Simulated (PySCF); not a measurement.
**S: ionisation energy**

S [Ne] 3s2 3p4 (3P) → S⁺ [Ne] 3s2 3p3 (4S), as a difference of total energies. Computed with PySCF 2.14 in 6-31G*, with the non-relativistic Hamiltonian (point nucleus). Correlated levels: valence: [Ne] frozen. The calculations carry no spin-orbit coupling.

```csv
method,ionisation energy (eV)
UHF,9.148
r2SCAN,10.309
M06-L,10.207
MP2 (valence),9.475
SCS-MP2 (valence),9.503
CCSD (valence),9.475
CCSD(T) (valence),9.487
```

Problem. How much does correlation contribute at CCSD(T) (valence)?

Solution. 9.487 − (9.148) = 0.339 eV, measured against UHF.

Errors of the correlated levels include the incompleteness of this basis and the frozen core.

For comparison: 10.336 eV (measured; NIST levels, between the centres of gravity of the two terms).
